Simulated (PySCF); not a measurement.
Energies from PySCF (xtb for GFN2), thermal terms from the rigid-rotor harmonic-oscillator model, ideal gas at 1 bar. 'Table' is the NASA 1993 thermochemical table (part measured, part estimated). All species are closed-shell singlets. The harmonic model lacks anharmonicity and excited electronic states, which grow with temperature; levels with a mode under 35 cm⁻¹ are left out. The table's entry may be an old estimate for CH2CO (ketene) (not checked at source).

Harmonic frequencies at GFN2-xTB (cm⁻¹): 384, 437, 676, 888, 1198, 1376, 2307, 3141, 3162. Point group C2v; S°(298 K) = 242.9 J/mol/K at this level.

Q: Work out Cp and S° of gaseous CH2CO (ketene) at 500, 800, 1200, 1600, 2000 K from these, and set them beside the table.

A: 
| T (K) | Cp GFN2-xTB | Cp table | S° GFN2-xTB | S° table |
|---|---|---|---|---|
| 500 | 65.7 | 65.6 | 273.4 | 272.1 |
| 800 | 78.3 | 78.6 | 307.2 | 306.1 |
| 1200 | 88.9 | 89.0 | 341.2 | 340.1 |
| 1600 | 95.3 | 95.4 | 367.7 | 366.7 |
| 2000 | 99.1 | 99.6 | 389.4 | 388.4 |
Units J/mol/K.
